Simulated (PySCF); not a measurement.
**AlHOF (SMILES [O][AlH][F]), run twice**

Wanted: energy and gradient of AlHOF, UMP2/DZVP2.

The calculation is run with PySCF 2.14.0.

6 further runs of the same task are left out: 1 for a known fault of the program, 3 that didn't finish, 2 set aside as unsound or not needed.

## Step 1: The molecule

The species is AlHOF (4 atoms), meant as a doublet with charge 0. As SMILES, `[O][AlH][F]`. The coordinates come from a PBE0-D4/def2-TZVP relaxation.

Bond lengths: O1–Al2 1.731 Å, Al2–F3 1.641 Å, Al2–H4 1.564 Å. Angles: O1–Al2–F3 117.5°, O1–Al2–H4 119.2°, F3–Al2–H4 123.3°.

## Step 2: First attempt

Contents of calc.py:

```python
from pyscf import gto, mp

mol = gto.M(
    atom='''
O     -0.242452    -2.006133     2.455510
Al     0.072188     0.049322    -0.069920
F     -2.128776    -0.019464    -2.252931
H      2.403921     1.862514    -0.170831
''',
    basis='dzvp2',
    max_memory=1860,
    verbose=4,
    unit='bohr',
    spin=1,
)

calc0 = mol.UHF()
calc0.max_cycle = 12
calc0.init_guess = '1e'
calc0.kernel()

pt = mp.MP2(calc0).run()
energy = pt.e_tot
print('Final energy', energy)
grad = pt.nuc_grad_method().kernel()
```

On the command line:

```console
$ OMP_NUM_THREADS=1 python calc.py
```

Output:

```text
PySCF version 2.14.0

[INPUT] num. atoms = 4
[INPUT] num. electrons = 31
[INPUT] charge = 0
[INPUT] spin (= nelec alpha-beta = 2S) = 1
[INPUT] symmetry False subgroup None
[INPUT] Mole.unit = bohr
[INPUT] Symbol           X                Y                Z      unit          X                Y                Z       unit  Magmom
[INPUT]  1 O     -0.128300073142  -1.061599865675   1.299399933186 AA   -0.242452000000  -2.006133000000   2.455510000000 Bohr   0.0
[INPUT]  2 Al     0.038200244502   0.026100078397  -0.037000070588 AA    0.072188000000   0.049322000000  -0.069920000000 Bohr   0.0
[INPUT]  3 F     -1.126499746353  -0.010299905233  -1.192199742975 AA   -2.128776000000  -0.019464000000  -2.252931000000 Bohr   0.0
[INPUT]  4 H      1.272100210052   0.985599963819  -0.090399872119 AA    2.403921000000   1.862514000000  -0.170831000000 Bohr   0.0

[... 76 lines left out ...]
SCF not converged.
SCF energy = -416.875852924 after 12 cycles  <S^2> = 0.75662842  2S+1 = 2.0066175
[... 1 line left out ...]
******** <class 'pyscf.mp.ump2.UMP2'> ********
nocc = (np.int64(16), np.int64(15)), nmo = (51, 51)
Init E(MP2) = -0.355421147923495
cycle = 1  E_corr(MP2) = -0.355550681428054  dE = -0.000129533505  norm(t2) = 0.000723207
cycle = 2  E_corr(MP2) = -0.355551499094883  dE = -8.1766683e-07  norm(t2) = 2.94996e-06
cycle = 3  E_corr(MP2) = -0.355551499292011  dE = -1.97127537e-10  norm(t2) = 1.71277e-08
E(UMP2) = -417.231404423292  E_corr = -0.355551499292011
E(SCS-UMP2) = -417.222121425313  E_corr = -0.346268501312614
E_corr(same-spin) = -0.0927614975051525
E_corr(oppo-spin) = -0.262790001786858
Final energy -417.2314044232925
--------------- UMP2 gradients ---------------
         x                y                z
0 O    -0.0029786038     0.0069567367    -0.0127315248
1 Al    -0.0174772559    -0.0091037357    -0.0054714509
2 F     0.0184068754    -0.0000625980     0.0191441443
3 H     0.0020489843     0.0022095970    -0.0009411687
----------------------------------------------
```

Wall time 3.3 s (1 thread of Arm Neoverse V2, shared host); peak memory 0.23 GiB.

## Step 3: What went wrong

No converged result was reached.

The telling line is `SCF not converged.`. The cause is that the starting guess is poor and few iterations are allowed. The sound input differs in these keys, not all of which need be the cause: starting guess minao in place of 1e; iteration cap 100 in place of 12.

## Step 4: Try two

Contents of input.py:

```python
from pyscf import gto, mp

mol = gto.M(
    atom='''
O     -0.242452    -2.006133     2.455510
Al     0.072188     0.049322    -0.069920
F     -2.128776    -0.019464    -2.252931
H      2.403921     1.862514    -0.170831
''',
    verbose=4,
    max_memory=1860,
    spin=1,
    basis='dzvp2',
    unit='bohr',
)

myscf = mol.UHF()
myscf.max_cycle = 100
myscf.kernel()

pt = mp.MP2(myscf).run()
e_tot = pt.e_tot
print('Final energy', e_tot)
grad = pt.nuc_grad_method().kernel()
```

On the command line:

```console
$ OMP_NUM_THREADS=1 python input.py
```

Output:

```text
PySCF version 2.14.0

[INPUT] num. atoms = 4
[INPUT] num. electrons = 31
[INPUT] charge = 0
[INPUT] spin (= nelec alpha-beta = 2S) = 1
[INPUT] symmetry False subgroup None
[INPUT] Mole.unit = bohr
[INPUT] Symbol           X                Y                Z      unit          X                Y                Z       unit  Magmom
[INPUT]  1 O     -0.128300073142  -1.061599865675   1.299399933186 AA   -0.242452000000  -2.006133000000   2.455510000000 Bohr   0.0
[INPUT]  2 Al     0.038200244502   0.026100078397  -0.037000070588 AA    0.072188000000   0.049322000000  -0.069920000000 Bohr   0.0
[INPUT]  3 F     -1.126499746353  -0.010299905233  -1.192199742975 AA   -2.128776000000  -0.019464000000  -2.252931000000 Bohr   0.0
[INPUT]  4 H      1.272100210052   0.985599963819  -0.090399872119 AA    2.403921000000   1.862514000000  -0.170831000000 Bohr   0.0

[... 104 lines left out ...]
converged SCF energy = -416.876949086997  <S^2> = 0.75781237  2S+1 = 2.0077972
[... 1 line left out ...]
******** <class 'pyscf.mp.ump2.UMP2'> ********
nocc = (np.int64(16), np.int64(15)), nmo = (51, 51)
E(UMP2) = -417.232031642428  E_corr = -0.35508255543127
E(SCS-UMP2) = -417.222823495255  E_corr = -0.345874408258291
E_corr(same-spin) = -0.0925669133760375
E_corr(oppo-spin) = -0.262515642055232
Final energy -417.2320316424282
--------------- UMP2 gradients ---------------
         x                y                z
0 O     0.0019783517     0.0102271033    -0.0121358699
1 Al    -0.0229590816    -0.0128324391    -0.0059748807
2 F     0.0186404827     0.0008743252     0.0180863832
3 H     0.0023402472     0.0017310106     0.0000243674
----------------------------------------------
```

It took 3 s on 1 thread of Arm Neoverse V2, shared host; peak memory 0.22 GiB.

## Step 5: What came out

Level: UMP2/DZVP2.

```
                                                  quantity          value
                                              total energy  -417.23203 Eh
                      dipole moment (Hartree–Fock density)         1.74 D
HOMO energy (Hartree–Fock orbitals) (highest over α and β)      -13.50 eV
 LUMO energy (Hartree–Fock orbitals) (lowest over α and β)        1.17 eV
                                        correlation energy     -355.1 mEh
                         ⟨S²⟩ of the reference determinant          0.758
                                  largest force on an atom     1.387 eV/Å
```

**Reading.** The largest force is 1.39 eV/Å: the shape isn't a stationary point for this species at this level.
